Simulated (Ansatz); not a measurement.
**C4H7N: a ladder of functionals and wavefunction methods**

One table from this session's results is given with a row withheld; the runs are named, their logs left out.

Program: Ansatz 0.2.0, Gaussian basis. Level of theory: functionals in def2-TZVPP, the program's frozen cores in correlated methods. These are calculated values, not measurements.

Levels to be run: LDA (SPW92), PBE-D4, revPBE-D4, BLYP-D4, r2SCAN-D4, B97M-V, PBE0-D4, B3LYP-D4, r2SCANh-D4, r2SCAN0-D4, HSE06-D4, BHLYP-D4, CAM-B3LYP-D4, LC-ωPBE, ωB97X-V, ωB97M-V, B2PLYP, PBE-QIDH; CCSD(T)/def2-SVP; CCSD(T)/def2-TZVPP; MP2/def2-QZVPP; extrapolation to the limit; RPA on PBE.

## The geometry

All runs share one geometry, relaxed beforehand with PBE0-D4 in a triple-zeta def2 set.

SMILES `C1=NCCC1`, 12 atoms, charge 0, spin multiplicity 1.

Atoms are counted from 1 here; the program's logs count them from 0.

Bond lengths: C1–N2 1.265 Å, C1–C5 1.503 Å, C1–H6 1.089 Å, N2–C3 1.461 Å, C3–C4 1.538 Å, C3–H7 1.092 Å, C3–H8 1.096 Å, C4–C5 1.532 Å, C4–H9 1.090 Å, C4–H10 1.092 Å, C5–H11 1.093 Å, C5–H12 1.097 Å. Angles: N2–C1–C5 116.6°, N2–C1–H6 120.5°, C5–C1–H6 122.9°, C1–N2–C3 108.6°, N2–C3–C4 107.0°, N2–C3–H7 109.7°, N2–C3–H8 107.8°, C4–C3–H7 113.2°, C4–C3–H8 112.4°, H7–C3–H8 106.6°, C3–C4–C5 103.1°, C3–C4–H9 112.9°, C3–C4–H10 110.1°, C5–C4–H9 113.1°, C5–C4–H10 110.0°, H9–C4–H10 107.5°, C1–C5–C4 101.2°, C1–C5–H11 112.6° and more.

The first run:

File in.yaml:

```yaml
crystal:
  periodic: [false, false, false]
  atoms:
    - {symbol: C, position_ang: [-0.707050, -0.075761, 1.200158]}
    - {symbol: N, position_ang: [-0.042159, -1.141312, 1.052257]}
    - {symbol: C, position_ang: [0.639955, -1.090293, -0.238460]}
    - {symbol: C, position_ang: [0.515758, 0.353143, -0.754732]}
    - {symbol: C, position_ang: [-0.635806, 0.922780, 0.079640]}
    - {symbol: H, position_ang: [-1.316492, 0.075536, 2.090059]}
    - {symbol: H, position_ang: [1.675232, -1.417956, -0.120379]}
    - {symbol: H, position_ang: [0.155644, -1.814883, -0.902976]}
    - {symbol: H, position_ang: [0.333750, 0.405648, -1.828357]}
    - {symbol: H, position_ang: [1.435056, 0.906133, -0.549859]}
    - {symbol: H, position_ang: [-0.464692, 1.941733, 0.435095]}
    - {symbol: H, position_ang: [-1.589177, 0.935235, -0.462456]}
basis:
  gaussian: {orbitals: def2-TZVPP}
hamiltonian: {xc: lda}
output: {orbitals: {seedname: orbitals}}
```

Run with:

```bash
$ ansatz run in.yaml --threads 4 --pin off --events-out ev --progress --plain --max-ram 10444MiB
```

Steps of the session up to this table: LDA; PBE-D4 (GGA); revPBE-D4 (GGA); BLYP-D4 (GGA); r2SCAN-D4 (meta-GGA); B97M-V (meta-GGA); PBE0-D4 (hybrid); B3LYP-D4 (hybrid); r2SCANh-D4 (hybrid); r2SCAN0-D4 (hybrid); HSE06-D4 (hybrid); BHLYP-D4 (hybrid); CAM-B3LYP-D4 (range-separated); LC-ωPBE (range-separated); ωB97X-V (range-separated); ωB97M-V (range-separated); B2PLYP (double hybrid); PBE-QIDH (double hybrid).

One table of the session follows, with a row left open; its other results are not shown here.

It belongs to the step «Frontier levels by functional». 

```
  functional  HOMO (eV)  gap (eV)
 LDA (SPW92)      -5.99      4.75
      PBE-D4      -5.89      4.87
   revPBE-D4      -5.84      4.90
     BLYP-D4      -5.78      4.88
   r2SCAN-D4      -6.20      5.41
      B97M-V      -6.40      5.70
     PBE0-D4      -7.40      7.52
    B3LYP-D4      -7.15      7.00
  r2SCANh-D4      -6.76      6.40
  r2SCAN0-D4      -7.61      7.86
    HSE06-D4      -6.99      6.72
    BHLYP-D4      -8.84     10.18
CAM-B3LYP-D4      -8.83     10.16
     LC-ωPBE     -10.19     12.75
     ωB97X-V      -9.86     12.32
     ωB97M-V          ?         ?
```

**Question.** Estimate the row for ωB97M-V.

The run gave: HOMO (eV): -9.79; gap (eV): 12.14. In the column «HOMO (eV)» it lies between ωB97X-V (-9.86) and BHLYP-D4 (-8.84).
